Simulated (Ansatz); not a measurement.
We consider In₂O₃ (Ia-3, No. 206), described by PBE-D3(BJ) (Ansatz, an electronic-structure program, PAW).

Run with plane-wave cutoff 520 eV, 6×6×6 k mesh, Fermi–Dirac smearing 0.01 eV, scalar-relativistic PAW data made under PBE.

Computed at the level's own relaxed cell.

Question: Give the computed lattice parameter a.

Answer: 
- lattice parameter a = 10.228 Å

Note: the relaxation could not lower the start's symmetry, so the cell can be a saddle point above a distorted one.

Spin–orbit coupling is not included.

The computed numbers hold no vibrational or temperature effects.

Computing time: very roughly 19 core-minutes.
